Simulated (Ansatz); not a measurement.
# How the elastic constant C11 of zinc-blende CdSe moves with the method

No measured value is used here.

| level (code) | value (GPa) | cell (Å³/atom) |
|---|---|---|
| LDA (Ansatz) | 70.4 | 27.10 |
| PBE (Ansatz) | 56.5 | 29.73 |
| PBEsol (Ansatz) | 63.8 | 28.12 |
| r²SCAN (Ansatz) | ___ | 28.84 |

**Question.** What belongs in the gaps?

**Answer.** 
- r²SCAN (Ansatz, a program for electronic structure), value (GPa): 63.0

Each level is taken at its own relaxed cell. Cutoffs differ between the levels. Ansatz's density-functional and Hartree–Fock values are scalar-relativistic unless marked +SOC, with PAW data made under PBE.
